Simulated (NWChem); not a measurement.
System: pyrrole (C₄H₅N); SMILES c1c[nH]cc1

NWChem printed, in part:

```
             Northwest Computational Chemistry Package (NWChem) 7.3.0
             --------------------------------------------------------

 C2V symmetry detected

                             Geometry "geometry" -> ""
                             -------------------------

 Output coordinates in angstroms (scale by  1.889725989 to convert to a.u.)

  No.       Tag          Charge          X              Y              Z
 ---- ---------------- ---------- -------------- -------------- --------------
    1 C                    6.0000     0.00000000     0.71077741    -0.98288118
    2 C                    6.0000     0.00000000    -0.71077741    -0.98288118
    3 C                    6.0000     0.00000000    -1.11920857     0.33423320
    4 N                    7.0000     0.00000000     0.00000000     1.11717690
    5 C                    6.0000     0.00000000     1.11920857     0.33423320
    6 H                    1.0000     0.00000000     1.36525308    -1.85248924
    7 H                    1.0000     0.00000000    -1.36525308    -1.85248924
    8 H                    1.0000     0.00000000    -2.11556014     0.77079398
    9 H                    1.0000     0.00000000     0.00000000     2.12692804
   10 H                    1.0000     0.00000000     2.11556014     0.77079398

 Effective nuclear repulsion energy (a.u.)     161.0198503307

      Symmetry information
      --------------------

 Group name             C2v
 Group number             16
 Group order               4
 No. of unique centers     6

                                 NWChem DFT Module
                                 -----------------

 Summary of "ao basis" -> "ao basis" (spherical)
 ------------------------------------------------------------------------------
       Tag                 Description            Shells   Functions and Types
 ---------------- ------------------------------  ------  ---------------------
 C                           6-31g*                  6       14   3s2p1d
 N                           6-31g*                  6       14   3s2p1d
 H                           6-31g*                  2        2   2s

      Symmetry analysis of basis
      --------------------------

        a1         33
        a2          9
        b1         11
        b2         27

            General Information
            -------------------
          SCF calculation type: DFT
          Wavefunction type:  closed shell.
          No. of atoms     :    10
          No. of electrons :    36
           Alpha electrons :    18
            Beta electrons :    18
          Charge           :     0
          Spin multiplicity:     1
          Use of symmetry is: on ; symmetry adaption is: on
          Maximum number of iterations: 200
          AO basis - number of functions:    80
                     number of shells:    40
          Convergence on energy requested:  1.00D-06
          Convergence on density requested:  1.00D-05
          Convergence on gradient requested:  5.00D-04

              XC Information
              --------------
                         PBE0 Method XC Functional
                     Hartree-Fock (Exact) Exchange  0.250
          PerdewBurkeErnzerhof Exchange Functional  0.750
            Perdew 1991 LDA Correlation Functional  1.000 local
           PerdewBurkeErnz. Correlation Functional  1.000 non-local

             Grid Information
             ----------------
          Grid used for XC integration:  medium
          Radial quadrature: Mura-Knowles
          Angular quadrature: Lebedev.
          Tag              B.-S. Rad. Rad. Pts. Rad. Cut. Ang. Pts.
          ---              ---------- --------- --------- ---------
          C                   0.70       49           9.0       434
          N                   0.65       49           9.0       434
          H                   0.35       45          11.0       434
          Grid pruning is: on
          Number of quadrature shells:   282
          Spatial weights used:  Erf1

      Superposition of Atomic Density Guess
      -------------------------------------

 Sum of atomic energies:        -207.42591753

      Non-variational initial energy
      ------------------------------

 Total energy =    -210.986602
 1-e energy   =    -597.271003
 2-e energy   =     225.264551
 HOMO         =      -0.222169
 LUMO         =       0.071777

      Symmetry analysis of molecular orbitals - initial
      -------------------------------------------------

  Numbering of irreducible representations:

     1 a1          2 a2          3 b1          4 b2

  Orbital symmetries:

     1 a1          2 a1          3 b2          4 a1          5 b2
     6 a1          7 a1          8 b2          9 a1         10 b2
    11 a1         12 b1         13 a1         14 b2         15 b2
    16 a1         17 b1         18 a2         19 b1         20 a2
    21 a1         22 a1         23 b2         24 a1         25 b2
    26 b2         27 a1         28 a1

   convergence    iter        energy       DeltaE   RMS-Dens  Diis-err
 ---------------- ----- ----------------- --------- --------- ---------
 d= 0,ls=0.0,diis     1   -209.8673565902 -3.71D+02  9.14D-03  3.83D-01
 d= 0,ls=0.0,diis     2   -209.8923144952 -2.50D-02  6.73D-03  1.71D-01
 d= 0,ls=0.0,diis     3   -209.9009058461 -8.59D-03  2.85D-03  1.12D-01
 d= 0,ls=0.0,diis     4   -209.9154690319 -1.46D-02  3.13D-04  1.26D-03
 d= 0,ls=0.0,diis     5   -209.9155784501 -1.09D-04  9.82D-05  2.09D-04
  Resetting Diis
 d= 0,ls=0.0,diis     6   -209.9156004760 -2.20D-05  2.11D-05  5.16D-06
 d= 0,ls=0.0,diis     7   -209.9156009976 -5.22D-07  1.26D-05  6.28D-07
 d= 0,ls=0.0,diis     8   -209.9156009887  8.91D-09  6.62D-06  7.30D-07

         Total DFT energy =     -209.915600988665
      One electron energy =     -601.357666671139
           Coulomb energy =      260.679490538585
    Exchange-Corr. energy =      -30.257275186785
 Nuclear repulsion energy =      161.019850330674

 Numeric. integr. density =       35.999984572922

                  Occupations of the irreducible representations
                  ----------------------------------------------

                     irrep           alpha         beta
                     --------     --------     --------
                     a1                9.0          9.0
                     a2                1.0          1.0
                     b1                2.0          2.0
                     b2                6.0          6.0

                       DFT Final Molecular Orbital Analysis
                       ------------------------------------

 Vector   16  Occ=2.000000D+00  E=-3.751739D-01  Symmetry=a1
              MO Center= -5.7D-17, -3.4D-15, -6.2D-01, r^2= 2.6D+00
   Bfn.  Coefficient  Atom+Function         Bfn.  Coefficient  Atom+Function
  ----- ------------  ---------------      ----- ------------  ---------------
     4      0.375361   1 C  py               18     -0.375361   2 C  py
    33     -0.182632   3 C  pz               61     -0.182632   5 C  pz
    48      0.150066   4 N  s                 8      0.138054   1 C  py
    22     -0.138054   2 C  py               76     -0.125465   8 H  s
    80     -0.125465  10 H  s                75     -0.118307   8 H  s

 Vector   17  Occ=2.000000D+00  E=-2.439902D-01  Symmetry=b1
              MO Center=  1.4D-16,  7.2D-15, -3.2D-01, r^2= 2.2D+00
   Bfn.  Coefficient  Atom+Function         Bfn.  Coefficient  Atom+Function
  ----- ------------  ---------------      ----- ------------  ---------------
    45      0.374215   4 N  px                3     -0.332152   1 C  px
    17     -0.332152   2 C  px               49      0.323292   4 N  px
     7     -0.246742   1 C  px               21     -0.246742   2 C  px
    31     -0.031775   3 C  px               59     -0.031775   5 C  px
    35     -0.027528   3 C  px               63     -0.027528   5 C  px

 Vector   18  Occ=2.000000D+00  E=-2.112278D-01  Symmetry=a2
              MO Center=  3.5D-16, -8.3D-15,  2.6D-03, r^2= 2.4D+00
   Bfn.  Coefficient  Atom+Function         Bfn.  Coefficient  Atom+Function
  ----- ------------  ---------------      ----- ------------  ---------------
    31      0.368543   3 C  px               59     -0.368543   5 C  px
    35      0.298113   3 C  px               63     -0.298113   5 C  px
     3     -0.212278   1 C  px               17      0.212278   2 C  px
     7     -0.161915   1 C  px               21      0.161915   2 C  px
    52     -0.026520   4 N  d -2

 Vector   19  Occ=0.000000D+00  E= 5.945661D-02  Symmetry=b1
              MO Center=  7.5D-16, -2.8D-16,  2.4D-01, r^2= 2.7D+00
   Bfn.  Coefficient  Atom+Function         Bfn.  Coefficient  Atom+Function
  ----- ------------  ---------------      ----- ------------  ---------------
    35      0.534822   3 C  px               63      0.534822   5 C  px
    49     -0.505382   4 N  px               31      0.354797   3 C  px
    59      0.354797   5 C  px               45     -0.352402   4 N  px
     7     -0.266260   1 C  px               21     -0.266260   2 C  px
     3     -0.173120   1 C  px               17     -0.173120   2 C  px

 Vector   20  Occ=0.000000D+00  E= 9.143348D-02  Symmetry=a1
              MO Center= -2.5D-16,  1.2D-14,  1.6D+00, r^2= 4.5D+00
   Bfn.  Coefficient  Atom+Function         Bfn.  Coefficient  Atom+Function
  ----- ------------  ---------------      ----- ------------  ---------------
    78      1.489499   9 H  s                48     -1.058701   4 N  s
    51     -0.619265   4 N  pz               76      0.483618   8 H  s
    80      0.483618  10 H  s                34     -0.420543   3 C  s
    62     -0.420543   5 C  s                72      0.382023   6 H  s
    74      0.382023   7 H  s                47     -0.234935   4 N  pz

 Vector   21  Occ=0.000000D+00  E= 1.044733D-01  Symmetry=a2
              MO Center= -1.7D-16, -1.2D-15, -6.2D-01, r^2= 2.7D+00
   Bfn.  Coefficient  Atom+Function         Bfn.  Coefficient  Atom+Function
  ----- ------------  ---------------      ----- ------------  ---------------
     7      0.671972   1 C  px               21     -0.671972   2 C  px
    35      0.409589   3 C  px               63     -0.409589   5 C  px
     3      0.384591   1 C  px               17     -0.384591   2 C  px
    31      0.230679   3 C  px               59     -0.230679   5 C  px
    52     -0.029329   4 N  d -2             41     -0.028055   3 C  d  1

     Multipole analysis of the density
     ---------------------------------

     L   x y z        total         alpha         beta         nuclear
     -   - - -        -----         -----         ----         -------
     0   0 0 0     -0.000000    -18.000000    -18.000000     36.000000

     1   1 0 0     -0.000000     -0.000000     -0.000000      0.000000
     1   0 1 0      0.000000     -0.000000     -0.000000      0.000000
     1   0 0 1      0.774041      0.387021      0.387021     -0.000000

     2   2 0 0    -24.640988    -12.320494    -12.320494      0.000000
     2   1 1 0     -0.000000     -0.000000     -0.000000      0.000000
     2   1 0 1     -0.000000     -0.000000     -0.000000      0.000000
     2   0 2 0    -19.371463    -69.988526    -69.988526    120.605589
     2   0 1 1     -0.000000      0.000000      0.000000     -0.000000
     2   0 0 2    -16.967555    -69.629860    -69.629860    122.292165

            General Information
            -------------------
          SCF calculation type: DFT
          Wavefunction type:  closed shell.
          No. of atoms     :    10
          No. of electrons :    36
           Alpha electrons :    18
            Beta electrons :    18
          Charge           :     0
          Spin multiplicity:     1
          Use of symmetry is: on ; symmetry adaption is: on
          Maximum number of iterations: 200
          AO basis - number of functions:    80
                     number of shells:    40
          Convergence on energy requested:  1.00D-06
          Convergence on density requested:  1.00D-05
          Convergence on gradient requested:  5.00D-04

              XC Information
              --------------
                         PBE0 Method XC Functional
                     Hartree-Fock (Exact) Exchange  0.250
          PerdewBurkeErnzerhof Exchange Functional  0.750
            Perdew 1991 LDA Correlation Functional  1.000 local
           PerdewBurkeErnz. Correlation Functional  1.000 non-local

             Grid Information
             ----------------
          Grid used for XC integration:  medium
          Radial quadrature: Mura-Knowles
          Angular quadrature: Lebedev.
          Tag              B.-S. Rad. Rad. Pts. Rad. Cut. Ang. Pts.
          ---              ---------- --------- --------- ---------
          C                   0.70       49           9.0       434
          N                   0.65       49           9.0       434
          H                   0.35       45          11.0       434
          Grid pruning is: on
          Number of quadrature shells:   282
          Spatial weights used:  Erf1

          Convergence Information
          -----------------------
          Convergence aids based upon iterative change in
          total energy or number of iterations.
          Levelshifting, if invoked, occurs when the
          HOMO/LUMO gap drops below (HL_TOL):  1.00D-02
          DIIS, if invoked, will attempt to extrapolate
          using up to (NFOCK): 10 stored Fock matrices.

                    Damping( 0%)  Levelshifting(0.5)       DIIS
                  --------------- ------------------- ---------------
          dE  on:    start            ASAP                start
          dE off:    2 iters        200 iters           200 iters

                            NWChem DFT Gradient Module
                            --------------------------

  charge          =   0.00
  wavefunction    = closed shell

  Using symmetry

                         DFT ENERGY GRADIENTS

    atom               coordinates                        gradient
                 x          y          z           x          y          z
   1 C       0.000000   1.343175  -1.857376    0.000000  -0.001970   0.000693
   2 C       0.000000  -1.343175  -1.857376    0.000000   0.001970   0.000693
   3 C       0.000000  -2.114998   0.631609    0.000000   0.005575   0.002102
   4 N       0.000000   0.000000   2.111158    0.000000   0.000000  -0.004437
   5 C       0.000000   2.114998   0.631609    0.000000  -0.005575   0.002102
   6 H       0.000000   2.579954  -3.500697    0.000000   0.002835  -0.003881
   7 H       0.000000  -2.579954  -3.500697    0.000000  -0.002835  -0.003881
   8 H       0.000000  -3.997829   1.456589    0.000000  -0.004825   0.001702
   9 H       0.000000   0.000000   4.019311    0.000000   0.000000   0.003205
  10 H       0.000000   3.997829   1.456589   -0.000000   0.004825   0.001702
```

Level: PBE0/6-31G* (spherical d). Coordinates come from a PBE0/def2-SVP optimisation.

Problem. Reconstruct the input file.

Solution. One answer among several that fit: the input that was run:
```
start job
memory heap 200 mb stack 900 mb global 1100 mb
geometry units angstroms noautoz
  C      0.707947    -0.986020     0.000000
  C     -0.713602    -0.981953     0.000000
  C     -1.118268     0.336322     0.000000
  N      0.003176     1.116063     0.000000
  C      1.120140     0.329923     0.000000
  H      1.359933    -1.857496     0.000000
  H     -1.370562    -1.849686     0.000000
  H     -2.113367     0.775729     0.000000
  H      0.006067     2.125810     0.000000
  H      2.117736     0.763634     0.000000
end
basis spherical
  * library 6-31g*
end
dft
  xc pbe0
  iterations 200
end
task dft gradient
```
